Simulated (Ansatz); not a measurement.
**Smallest direct gap on the k points sampled of fluorite SrCl2 at several levels of theory**

No measured value is used here.

```tsv
level (code)	value (eV)	cell (Å³/atom)
LDA+SOC (Ansatz)	5.16	28.27
BLYP (Ansatz)	5.51	28.27
PBE+SOC (Ansatz)	5.51	28.27
RPBE (Ansatz)	5.74	28.27
r²SCAN+SOC (Ansatz)	___	28.27
B3LYP (VWN-RPA form) (Ansatz)	___	29.73
HISS (Ansatz)	___	28.27
HSE06+SOC (Ansatz)	6.82	28.27
LC-ωPBE (Ansatz)	12.20	28.27
Hartree–Fock (Ansatz)	13.80	28.27
G0W0@HSE06 (Ansatz)	8.70	28.27
G0W0@PBE (Ansatz)	___	28.27
```

Problem. Some entries are withheld; supply them.

Solution. 
- r²SCAN+SOC (Ansatz, a first-principles code), value (eV): 5.99
- B3LYP (VWN-RPA form) (Ansatz), value (eV): 7.08
- HISS (Ansatz), value (eV): 7.45
- G0W0@PBE (Ansatz), value (eV): 8.08

At these levels the smallest gap is indirect and lower: LDA+SOC 4.88, BLYP 5.37, PBE+SOC 5.35, RPBE 5.68, B3LYP (VWN-RPA form) 6.74, HISS 7.28, HSE06+SOC 6.63, LC-ωPBE 11.88, Hartree–Fock 13.50, G0W0@HSE06 8.32, G0W0@PBE 7.71 eV. Computed values are for a static lattice. Spin–orbit coupling is included only where a level's name says +SOC; with heavier elements it mostly lowers gaps and can invert bands.  G0W0@HSE06: GW on a hybrid start was not checked against another program. Values are at the measured cell; B3LYP (VWN-RPA form) at the level's own equilibrium cell. Cutoffs and k meshes differ between the levels. Ansatz's density-functional and Hartree–Fock values are scalar-relativistic unless marked +SOC, with PAW data made under PBE.
